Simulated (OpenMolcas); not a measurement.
# Potential curves of PF⁻: spin-free states

Computed with OpenMolcas 26.06: state-averaged CASSCF(11,7) over P 3s 3p, F 2p, XMS-CASPT2 (IPEA 0.25, imaginary shift 0.2 hartree), scalar X2C, ANO-RCC-VTZP, then RASSI spin–orbit state interaction with atomic mean-field integrals. C2 symmetry about the axis (a holds Σ, Δ, Γ; b holds Π, Φ, H; Σ⁺ and Σ⁻ are not told apart); roots by multiplicity and irrep: 2b 6, 4a 1, 2a 5, 4b 2.

XMS-CASPT2 energies in eV from the lowest point. Curves are followed by energy order within each symmetry, so they are adiabatic and may change character at avoided crossings; Σ⁺ and Σ⁻ are counted together.

```json
{"R (Å)": "1.522", "(1)2Π": "0.440", "(1)4Σ": "2.317", "(1)2Δ": "3.399"}
{"R (Å)": "1.611", "(1)2Π": "0.087", "(1)4Σ": "1.901", "(1)2Δ": "3.032"}
{"R (Å)": "1.690", "(1)2Π": "0.000", "(1)4Σ": "1.675", "(1)2Δ": "2.815"}
{"R (Å)": "1.770", "(1)2Π": "0.027", "(1)4Σ": "1.523", "(1)2Δ": "2.689"}
{"R (Å)": "1.859", "(1)2Π": "0.158", "(1)4Σ": "1.402", "(1)2Δ": "2.604"}
{"R (Å)": "1.947", "(1)2Π": "0.365", "(1)4Σ": "1.332", "(1)2Δ": "2.554"}
{"R (Å)": "2.071", "(1)2Π": "0.768", "(1)4Σ": "1.284", "(1)2Δ": "2.537"}
{"R (Å)": "2.230", "(1)2Π": "1.354", "(1)4Σ": "1.298", "(1)2Δ": "2.566"}
{"R (Å)": "2.478", "(1)2Π": "2.249", "(1)4Σ": "1.395", "(1)2Δ": "2.726"}
```

Left out for impure symmetry, kinks or missing points, though low: (1)2Σ, (2)2Σ. Only roots inside an energy window near the equilibrium distance were included, so the list of states is not complete; labels number the states computed. Each spin and symmetry block has orbitals of its own, averaged over its own roots, so gaps between blocks are less sure than gaps within one and near the minimum can be off by tenths of an eV, in bad cases by more. No Rydberg orbitals are active, so Rydberg states, and σ→σ* states whose orbital the CASSCF left unused, can be missing between those listed. CASPT2 splits the two components of degenerate states numerically, here by up to 106 cm⁻¹. For an anion, states above the electron-detachment threshold (often below 1 to 3 eV) are held by the basis set and are not bound levels. The CASPT2 reference weights are uneven, so some states carry less reliable energies. Points that failed a check (symmetry, reference weights, a jump) are left out.
